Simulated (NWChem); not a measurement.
System: Na, doublet

The following NWChem deck was run.

```
start job
memory heap 200 mb stack 900 mb global 1100 mb
geometry units angstroms noautoz
  Na     0.000000     0.000000     0.000000
end
basis spherical
  Na library def2-svp
end
dft
  odft
  mult 2
  xc bhlyp
  iterations 150
  mulliken
end
task dft energy
```

No stability test was run on the SCF state.

**Question.** Predict the main results of this run. (BHandHLYP/def2-SVP, spin-unrestricted.) Quantities: energy (Ha); highest occupied level (eV); lowest empty minus highest occupied level, either spin (eV); <S²>.

**Answer.** 
- energy (Ha): -162.21
- highest occupied level (eV): -3.97
- lowest empty minus highest occupied level, either spin (eV): 2.85
- <S²>: 0.750
